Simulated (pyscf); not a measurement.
HB=O + ethylene (H₂C=CH₂) -> H₃C–CH₂–B=O, gas phase, singlet surface. Structures and frequencies: ωB97X-D3(BJ)/def2-SVP in PySCF. Correlated levels are frozen-core, on RHF or UHF. ΔMP2 is the change of the MP2 total energy from the triple- to the quadruple-zeta basis. ΔG in kcal/mol from CCSD(T)/def2-TZVPP + ΔMP2(QZVPP) energies (ideal gas, 1 atm, RRHO with modes under 100 cm⁻¹ raised to 100, one conformer, R ln 2 for chiral ones without a mode under 150 cm⁻¹).

| T (K) | ΔG |
|---|---|
| 298 | -24.1 |
| 600 | -14.5 |
| 900 | ? |
| 1200 | +4.3 |

### Question
Fit a line to the three values, predict ΔG at 900 K, and estimate where the reaction turns unfavourable at 1 atm of each gas.

### Answer
Least squares gives ΔG = -33.4 + 31.5 × T/1000 K, so ΔS is about -132 J/(mol K) and ΔH about -33.4 kcal/mol over this range (ΔH at 298 K: -33.6). At 900 K the line gives -5.0; the computed value is -5.0. ΔG = 0 falls near 1060 K; 1 kcal/mol in the energy moves that by 32 K. This is thermodynamics alone and says nothing of the barrier. The CCSD(T) − MP2 part came from Ansatz, without density fitting, on the same reference.
